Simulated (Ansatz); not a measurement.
# MgF (quartet): wave-function methods side by side, aug-cc-pVDZ

An exercise on one series of results from a longer session: the logs are not shown, and one member is left open.

The runs use Ansatz 0.2.0, Gaussian basis; aug-cc-pVDZ, core rule «outside noble gas», up to 6 orbitals frozen.

Plan: UHF; CCSD(T) on ROHF; CCSD(T) on UHF; BCCD(T) on ROHF; CISD; CCSDT(Q) on ROHF; CCSDT(Q) on UHF.

24 further runs of the same task are left out: 12 for a known fault of the program, 2 that didn't finish, 10 set aside as unsound or not needed.

## What is computed

The geometry is a PBE0/def2-TZVPD stationary point (not a proven minimum) of the parent state, kept for this charge and spin.

2 atoms, charge 0, spin multiplicity 4.

Atoms are counted from 1 here; the program's logs count them from 0.

Bond lengths: F1–Mg2 1.804 Å.

Set-up of the first run:

Contents of in.yaml:

```yaml
crystal:
  periodic: [false, false, false]
  atoms:
    - {symbol: F, position_ang: [0.000000, 0.000000, 0.000000]}
    - {symbol: Mg, position_ang: [0.000000, 0.000000, 1.804000]}
basis:
  gaussian: {orbitals: aug-cc-pVDZ}
magnetization: {spin_polarized: true, initial_magnetization: 3}
hamiltonian: {xc: hf}
output: {orbitals: {seedname: orbitals}}
```

Command:

```
ansatz run in.yaml --threads 1 --pin off --events-out ev --progress --plain --max-ram 2393MiB
```

Among the steps run: UHF; CCSD(T) on ROHF; CCSD(T) on UHF; BCCD(T) on ROHF; CISD; CCSDT(Q) on ROHF; CCSDT(Q) on UHF.

One of the session's tables, all rows but one given; the rest of the session is left out.

| method | from UCCSDT(Q) (meV) |
| --- | --- |
| ROHF | ? |
| UHF | +4838.1 |
| RMP2 | +539.3 |
| UMP2 | +543.5 |
| RCCSD | +144.4 |
| UCCSD | +142.0 |
| RCCSD(T) | +70.7 |
| UCCSD(T) | +69.3 |
| BCCD(T) | +70.5 |
| RCCSDT | +22.9 |
| UCCSDT | +22.9 |
| RCCSDT(Q) | -0.4 |
| UCCSDT(Q) | 0 |

Q: Estimate the row for ROHF from the others.

As computed: from UCCSDT(Q) (meV): +4952.4. In the column «from UCCSDT(Q) (meV)» it is the highest.

Not comparable, so not listed: CISD (they don't share determinant, frozen orbitals or solution with the rows shown, or repeat one).

Limits of these values: Restricted and unrestricted rows rest on different reference determinants; where their highest levels disagree by more than a few hundredths of an eV, they describe different states and don't form one ladder.
